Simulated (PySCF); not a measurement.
# H7S⁻ at other levels of theory

Starting from one script, swap the method and compare what comes out for H7S⁻.

Computed with PySCF 2.14.0. Level: each script names its method and basis.

1 further run of the same task is left out (it didn't finish).

## (1) Starting geometry

H7S⁻: 8 atoms, charge -1, spin multiplicity 1.

Bond lengths: S1–H2 1.604 Å, S1–H3 1.607 Å, S1–H6 1.604 Å, S1–H7 1.318 Å, S1–H8 1.607 Å, H4–H5 0.752 Å. Angles: H2–S1–H3 171.3°, H2–S1–H6 89.6°, H2–S1–H7 85.6°, H2–S1–H8 89.8°, H3–S1–H6 89.8°, H3–S1–H7 85.7°, H3–S1–H8 89.6°, H6–S1–H7 85.6°, H6–S1–H8 171.3°, H7–S1–H8 85.7°.

## (2) Base script

File input.py:

```python
from pyscf import gto, dft

mol = gto.M(
    atom='S -0.1051 -0.0303 0.0165; H -0.421 -0.2042 1.5799; H 0.0146 0.005 -1.5858; H 3.019 1.1786 -0.2165; H 2.3065 0.958 -0.118; H -1.1187 1.2122 -0.0384; H -1.1721 -0.7789 -0.1789; H 0.7138 -1.4131 0.0349',
    basis='lanl2dz',
    ecp={'S': 'lanl2dz'},
    charge=-1,
    spin=0,
    verbose=4,
)
mf = dft.RKS(mol, xc='bp86')
mf.kernel()
g = mf.nuc_grad_method()
g.grid_response = True
g.kernel()
mf.dip_moment()
print('orbital energies (hartree):', mf.mo_energy[..., max(0, mol.nelec[1]-3):mol.nelec[0]+3].round(4))
```

Run with:

```console
$ OMP_NUM_THREADS=1 python input.py
```

## (3) Tpss

Edit 1 changes functional: bp86 → tpss.

Edit input.py of step 2 so:

```diff
@@ -10,3 +10,3 @@
 )
-mf = dft.RKS(mol, xc='bp86')
+mf = dft.RKS(mol, xc='tpss')
 mf.kernel()
```

## (4) Hf,lyp

Edit 2 changes functional: bp86 → hf,lyp.

Edit input.py of step 2 so:

```diff
@@ -10,3 +10,3 @@
 )
-mf = dft.RKS(mol, xc='bp86')
+mf = dft.RKS(mol, xc='hf,lyp')
 mf.kernel()
```

## (5) MP2 (RHF)

Edit 3 changes step after the SCF: gradient → mp2; SCF type: RKS → RHF; functional: bp86 → none (Hartree–Fock).

Edit input.py of step 2 so:

```diff
@@ -1,2 +1,2 @@
-from pyscf import gto, dft
+from pyscf import gto, scf, mp
 
@@ -10,7 +10,5 @@
 )
-mf = dft.RKS(mol, xc='bp86')
+mf = scf.RHF(mol)
 mf.kernel()
-g = mf.nuc_grad_method()
-g.grid_response = True
-g.kernel()
+mp.MP2(mf).kernel()
 mf.dip_moment()
```

## (6) CISD (RHF)

Edit 4 changes step after the SCF: gradient → cisd; SCF type: RKS → RHF; functional: bp86 → none (Hartree–Fock).

Edit input.py of step 2 so:

```diff
@@ -1,2 +1,2 @@
-from pyscf import gto, dft
+from pyscf import gto, scf, ci
 
@@ -10,7 +10,5 @@
 )
-mf = dft.RKS(mol, xc='bp86')
+mf = scf.RHF(mol)
 mf.kernel()
-g = mf.nuc_grad_method()
-g.grid_response = True
-g.kernel()
+ci.CISD(mf).kernel()
 mf.dip_moment()
```

Before running it: what results should come out? Wanted: for each run, E(SCF); from base; gap; after the SCF.

**Answer**, as computed:

```csv
run,E(SCF) (hartree),from base (eV),cycles,gap (eV),after the SCF
base,-14.033599,0,10,2.50,n/a
tpss,-13.999431,not comparable,9,2.94,n/a
"hf,lyp",-13.844580,not comparable,8,9.80,n/a
MP2 (RHF),-13.512264,not comparable,8,9.85,MP2 correlation -3.374 eV
CISD (RHF),-13.512264,not comparable,8,9.85,CISD correlation -4.153 eV
```

In words: The highest filled level of this anion is positive: the basis lacks diffuse functions or the electron is not bound, so these numbers hang on the basis. On the same reference and core, CISD gains 4.15 eV in 1.3 s; MP2 reaches 81 % of that in 1.3 s. Total energies of different functionals can't be compared with each other; differences within one functional can.
